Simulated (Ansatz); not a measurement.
Molecule: ozone, O$_{3}$ (charge 0, singlet). SMILES: [O-][O+]=O
Coordinates optimised at B3LYP-D3(BJ)/def2-TZVP (Ansatz, a first-principles code):
```xyz
3

O     -0.0102     1.0756    -0.2169
O      0.0093     0.0011     0.4285
O      0.0009    -1.0767    -0.2116
```

Quantity: vertical electron affinity (to the doublet state of charge -1; a negative value means that the extra electron is unbound and the number depends on the basis; each state is the SCF solution reached for its spin; for the singlet the Hartree-Fock reference is unstable and T1 is 0.026), in eV. Correlated levels leave the core frozen unless marked. Open shells are spin-unrestricted. Spin-orbit coupling is left out. Non-relativistic. Anions need diffuse functions: aug- sets have them; def2-D sets add few. CBS(X,Y): correlation extrapolated as X^-3; Hartree-Fock from the larger set. The bracket is a focal-point correction in the basis named. The program attaches cautions to a run behind RI-MP2/CBS(aug-cc-pVTZ,aug-cc-pVQZ)+[CCSD(T)-MP2]/aug-cc-pVTZ: large difference.

RI-MP2/CBS(aug-cc-pVTZ,aug-cc-pVQZ)+[CCSD(T)-MP2]/aug-cc-pVTZ (Ansatz) gives 1.72 eV.

Task: Another calculation gave 1.88 eV. Which level was it?
(A) B2PLYP/def2-TZVPD (Ansatz)
(B) wB97X/def2-TZVPD (Ansatz)
(C) CAM-B3LYP/def2-TZVPD (Ansatz)
(D) SVWN5/def2-TZVPD (Ansatz)

Result: D, SVWN5/def2-TZVPD (Ansatz). The others give 2.24 (wB97X), 2.40 (CAM-B3LYP), 1.72 (B2PLYP) eV.
